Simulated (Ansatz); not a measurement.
**CH2OS2: small, medium and large basis sets**

How large a basis does CH2OS2 need? Two functionals are run in growing sets.

Method: one geometry, several basis sets; program: Ansatz 0.2.0, Gaussian basis.

Levels to be run: PBE0-D4/def2-SVP; ωB97M-V/def2-SVP; PBE0-D4/def2-QZVPP; ωB97M-V/def2-QZVPP; the functionals' def2-TZVPP values are taken from earlier runs.

**1. The relaxed structure**

The geometry comes from an earlier relaxation with PBE0-D4 in a triple-zeta def2 set; it is a stationary point.

SMILES `OC(=S)S`, 6 atoms, charge 0, spin multiplicity 1.

Atoms are counted from 1 here; the program's logs count them from 0.

Bond lengths: O1–C2 1.332 Å, O1–H5 0.970 Å, C2–S3 1.627 Å, C2–S4 1.734 Å, S4–H6 1.346 Å. Angles: C2–O1–H5 106.4°, O1–C2–S3 124.6°, O1–C2–S4 113.2°, S3–C2–S4 122.2°, C2–S4–H6 96.7°.

Geometry (Å):

```xyz
6
CH2OS2
O     0.7594    0.4281   -0.6172
C     0.0754   -0.2968    0.2664
S     0.7318   -1.4144    1.2501
S    -1.6212    0.0630    0.2783
H     1.6854    0.1500   -0.5416
H    -1.5887    1.0060   -0.6821
```

**2. PBE0-D4 in def2-SVP**

Input file in.yaml:

```yaml
crystal:
  periodic: [false, false, false]
  atoms:
    - {symbol: O, position_ang: [0.759351, 0.428115, -0.617175]}
    - {symbol: C, position_ang: [0.075389, -0.296784, 0.266394]}
    - {symbol: S, position_ang: [0.731783, -1.414396, 1.250139]}
    - {symbol: S, position_ang: [-1.621214, 0.063015, 0.278337]}
    - {symbol: H, position_ang: [1.685418, 0.150005, -0.541565]}
    - {symbol: H, position_ang: [-1.588727, 1.006047, -0.682127]}
basis:
  gaussian: {orbitals: def2-SVP}
hamiltonian: {xc: pbe0, dispersion: d4}
output: {orbitals: {seedname: orbitals}}
```

On the command line:

```console
$ ansatz run in.yaml --threads 2 --pin off --events-out ev --progress --plain --max-ram 4352MiB
```

The runs that follow: ωB97M-V in def2-SVP; PBE0-D4 in def2-QZVPP; ωB97M-V in def2-QZVPP.

Before running them: what should the planned runs give, taken together? Wanted: PBE0-D4: double and triple zeta above quadruple; ωB97M-V: double and triple zeta above quadruple.

**Answer**, as computed:

| quantity | value |
| --- | --- |
| PBE0-D4: double and triple zeta above quadruple | 12.05, 0.83 eV |
| ωB97M-V: double and triple zeta above quadruple | 12.04, 0.79 eV |

For PBE0-D4 the step from double to triple zeta gains 11.22 eV and the next only 0.83 eV. Total energies overstate the basis error of differences, where much of it tends to cancel. The LUMO of ωB97M-V is positive and keeps falling with the basis (0.93 to 0.41 eV): an unbound level that the basis holds in place.
